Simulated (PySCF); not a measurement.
**How well do the runs reproduce experiment for 1-methylcyclopropene?**

**Measured values to compare with.**

From NIST CCCBDB Release 22 (SRD 101), experimental dipoles, for the gas: dipole moment 0.84 D.

How close the calculation comes is told at the end.

Compound: 1-methylcyclopropene, C₄H₆.
Atom-mapped SMILES: `[CH3:1][C:2]1=[CH:3][CH2:4]1` (hydrogens: H5, H6, H7 on C1; H8 on C3; H9, H10 on C4)

Cartesian coordinates in Å at the GFN2-xTB level; atoms count from 1:
```
atom  x, y, z in Å
C1    -1.4656    0.1975   -0.0715
C2    -0.0006    0.1629   -0.0746
C3     1.1679    0.6752   -0.3172
C4     1.1734   -0.6984    0.2939
H5    -1.8584   -0.6344   -0.6576
H6    -1.8326    1.1339   -0.4888
H7    -1.8378    0.0895    0.9482
H8     1.7895    1.4583   -0.6736
H9     1.4262   -1.5583   -0.3189
H10    1.4468   -0.8215    1.3374
```

Runs made with PySCF (gas phase, on this GFN2-xTB geometry; no spin–orbit coupling):

| level | job | basis functions |
| --- | --- | --- |
| PBE0/pcSseg-1 | shieldings, charges and field gradients | 98 |
| PBE0/def2-SVPD | 8 singlets by full TDDFT, 3 Tamm–Dancoff triplets, polarisability | 128 |
| B3LYP/pcJ-1 | spin–spin couplings from 10 perturbed nuclei, spin–dipole term left out | 168 |

Results beside the measurements:

**Dipole moment.** Measured: 0.84 D (NIST CCCBDB Release 22 (SRD 101), experimental dipoles).

```csv
level,computed (D),computed − measured (D),% (from the printed values)
PBE0/pcSseg-1,0.91,+0.07,+8
PBE0/def2-SVPD,0.90,+0.06,+7
B3LYP/pcJ-1,0.88,+0.04,+5
```

Closest is B3LYP/pcJ-1 (+0.04 D), furthest PBE0/pcSseg-1 (+0.07 D); one molecule doesn't rank methods. All 3 levels lie above the measurement. The computed dipoles belong to one fixed geometry; measured ones are averaged over vibrations unless marked μe. Magnitudes are compared, not signs.

No measured geometry was used, and the causes of the misses weren't examined.
